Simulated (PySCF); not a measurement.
Highest orbital energy against ionisation energy along the alkali metals

Calculated with PySCF 2.14, no spin-orbit coupling. Each cell gives −ε(HOMO) / ΔSCF in eV; NIST values include spin-orbit coupling, (s) semi-empirical, (t) theoretical.

| species | UHF | LDA | PBE | PBE0 | r2SCAN | NIST (lowest levels) |
| --- | --- | --- | --- | --- | --- | --- |
| Li (x2c-TZVPPall with one added diffuse shell each of s, p type, spin-free X2C) | 5.343 / 5.342 | 3.164 / 5.472 | 3.224 / 5.587 | 3.829 / 5.569 | 3.252 / 5.388 | 5.392 |
| K (x2c-TZVPPall with one added diffuse shell each of s, p, d type, spin-free X2C) | 4.033 / 4.023 | 2.630 / 4.536 | 2.542 / 4.456 | 2.995 / 4.387 | 2.595 / 4.258 | 4.341 |
| Rb (x2c-TZVPPall with one added diffuse shell each of s, p, d, f type, spin-free X2C) | 3.813 / 3.799 | 2.548 / 4.393 | 2.428 / 4.281 | 2.857 / 4.201 | 2.478 / 4.066 | 4.177 |
| Cs (x2c-TZVPPall with one added diffuse shell each of s, p, d type, spin-free X2C) | 3.493 / 3.476 | 2.385 / 4.105 | 2.256 / 3.974 | 2.652 / 3.889 | 2.323 / 3.771 | 3.894 |

Problem. How far is −ε(HOMO) from ΔSCF on average for each method, and why?

Solution. UHF 0.01 eV; LDA -1.94 eV; PBE -1.96 eV; PBE0 -1.43 eV; r2SCAN -1.71 eV. Hartree-Fock orbital energies lack relaxation and so exceed the ΔSCF value; semilocal functionals have convex E(N) from self-interaction, so their HOMO lies far too high; exact exchange moves hybrids part of the way back.
